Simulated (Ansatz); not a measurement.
Correlation energies of C3H7FO (`CCOCF`) by basis set

```
atom   x (Å)   y (Å)   z (Å)
  C1  -1.554   0.447  -0.780
  C2  -0.099   0.393  -0.399
  O3   0.058  -0.570   0.635
  C4   1.350  -0.799   0.997
  F5   1.881   0.280   1.684
  H6  -2.165   0.736   0.077
  H7  -1.899  -0.526  -1.136
  H8  -1.707   1.181  -1.574
  H9   0.250   1.369  -0.047
 H10   0.523   0.102  -1.257
 H11   2.002  -0.958   0.127
 H12   1.359  -1.656   1.672
```

The species carries charge 0 and has multiplicity 1. Geometry: relaxed with PBE0-D4/def2-TZVP. It is one conformer, not always the lowest. Frozen core, restricted reference, Ansatz. CBS rows extrapolate triple and quadruple zeta; past MP2 they add the triple-zeta difference.

```
     basis     HF (Eh)  MP2 corr.  CCSD corr.       (T)  CCSD(T) total
  def2-SVP  -291.74700   -0.79148    -0.84042  -0.02029     -292.60771
def2-TZVPP           ?   -1.00608           ?         ?              ?
def2-QZVPP  -292.10845          ?           –         –              –
 CBS(def2)  -292.11031   -1.13954    -1.17582     as TZ     -293.32301
```

(1) Fill in the withheld values. (Best estimate.)

## Answers

(1) The calculation gave: def2-TZVPP HF (Eh): -292.09491; def2-TZVPP CCSD corr.: -1.04235; def2-TZVPP (T): -0.03688; def2-TZVPP CCSD(T) total: -293.17414; def2-QZVPP MP2 corr.: -1.08275.
